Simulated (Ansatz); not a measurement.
Two structures of SiNH$_{7}$, singlet, reached by relaxing down either side of one saddle point (PBE0-D4/def2-TZVP). Energies are electronic, without zero-point energy. Program: Ansatz 0.2.0. Basis: def2-TZVPP and def2-QZVPP. Cores are frozen in the correlated methods. Extrapolation: Hartree–Fock as exp(−7.88 √X), correlation as X^−2.97. First:

```xyz
9
angstrom
Si 0.3150 -0.2485 1.3915
H 1.3807 -0.8849 0.5807
H 0.6403 -0.5040 2.8272
H -1.0108 -0.8575 1.1274
H 0.2889 1.2220 1.2030
H 0.4552 0.6414 -2.0153
N -0.3429 0.2700 -1.5146
H -1.0972 0.9390 -1.6107
H -0.6292 -0.5775 -1.9892
```

Second:

```xyz
9
angstrom
Si -0.7445 -0.0709 0.9717
H 2.9235 0.1308 -1.1354
H -0.0407 -1.2868 1.4540
H -2.1625 -0.1620 1.4322
H -0.1556 1.1491 1.5809
H 2.1798 0.1149 -1.0499
N -0.5155 0.0294 -0.7326
H -0.7777 0.8736 -1.2166
H -0.7070 -0.7781 -1.3043
```

Question: Which bonds change from the first to the second?

Answer: SiH₄ + NH₃ → SiNH₅ ([NH2][SiH3]) + H₂; bonds formed: Si1–N7, H2–H6; bonds broken: Si1–H2, H6–N7.

Question: Give the saddle point's structure and its height above each. (To be estimated.)

Answer: Computed: 196.8 kJ/mol above the first and 211.2 kJ/mol above the second (CCSD(T) at an estimated basis limit (MP2 extrapolated from triple and quadruple zeta, plus CCSD(T) − MP2 in triple zeta)).
```tsv
atom	x (Å)	y (Å)	z (Å)
Si1	-0.0146	-0.0435	0.8220
H2	1.6359	0.0550	-0.0566
H3	0.4822	-1.3389	1.3447
H4	-1.4863	-0.1095	1.1852
H5	0.4006	1.2193	1.4786
H6	0.8617	0.0762	-0.9345
N7	-0.3270	0.0435	-1.0303
H8	-0.8023	0.8770	-1.3612
H9	-0.7502	-0.7791	-1.4479
```

The T1 diagnostic stays at or below 0.012.

Labels in which every atom is bracketed show which atoms are joined, not bond orders.

For scale, one of the runs: CCSD(T)/def2-TZVPP, 171 basis functions, launched by `ansatz run in.yaml --threads 2 --pin off --events-out ev --progress --plain --max-ram 4352MiB`. Time: 7.5 s of wall clock on 2 CPU threads of an Intel Xeon 6975P-C; the host was shared. Peak host memory: 1.6 GiB.
